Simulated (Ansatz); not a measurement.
Computed with Ansatz on PBE0-D4/def2-TZVP structures; ΔE is electronic, products minus reactants. CBS: def2 TZ/QZ extrapolation, frozen cores.

`[SiH3]BCl` + `C#N` → `N#C[SiH3]` + `BCl`  (formal exchange of groups at the Si–B bond)

`[SiH3]BCl`:

Cartesian coordinates in Å:
```
Si -0.171 -0.687 0.500
B 0.195 0.843 -0.761
Cl 0.772 2.379 -0.185
H -1.603 -1.081 0.375
H 0.120 -0.354 1.918
H 0.656 -1.859 0.093
H 0.031 0.759 -1.941
```

`C#N`:

```xyz
3

C    -0.006   -0.023    0.009
N     0.265    1.020   -0.379
H    -0.259   -0.997    0.370
```

`N#C[SiH3]`:

```xyz
6

N    -0.764   -0.232    2.278
C    -0.401   -0.122    1.191
Si    0.185    0.056   -0.553
H     1.089   -1.079   -0.836
H     0.896    1.349   -0.652
H    -1.007    0.028   -1.428
```

`BCl`:

Cartesian coordinates in Å:
```
B -0.029 0.079 0.128
Cl 0.295 -0.816 -1.321
H 0.653 -0.131 1.081
H -0.920 0.868 0.112
```

```tsv
species	CCSD(T)/cc-pV(D+d)Z energy (Eh)
`[SiH3]BCl`	-775.85468
`C#N`	-93.18747
`N#C[SiH3]`	-383.42607
`BCl`	-485.63683
```

Task: Work out ΔE.

Result: ΔE = (-383.42607) + (-485.63683) − (-775.85468) − (-93.18747) = -0.02075 Eh = -13.0 kcal/mol. CCSD(T)/CBS gives -13.7 kcal/mol.

Task: What do rigid-rotor, harmonic-oscillator terms from PBE0-D4/def2-TZVP frequencies (298.15 K, 1 bar) make of the CCSD(T)/CBS value? (An estimate is asked.)

Result: Ansatz gave: ΔZPE = -0.1 kcal/mol, ΔH = -14.1 kcal/mol, ΔS = -13 J/(mol·K), ΔG = -13.1 kcal/mol. Modes under 50 cm⁻¹ make the entropy rough.

Largest T1 diagnostic among the species: 0.014.

From BLYP to BHLYP (50 % exact exchange), in def2-TZVPP and without D4, ΔE moves by −1.7 kcal/mol. In def2-TZVPP, CCSD(T) changes the Hartree–Fock value by +3.5 kcal/mol (the triples alone add +0.3 kcal/mol) and MP2 by +1.7 kcal/mol. Leaving LDA and LC-ωPBE aside and taking each functional with its dispersion term where it has one, the values, not all of them listed here, spread over 4.0 kcal/mol, from B2PLYP to PBE-D4. LDA lies +1.1 kcal/mol from PBE without D4.
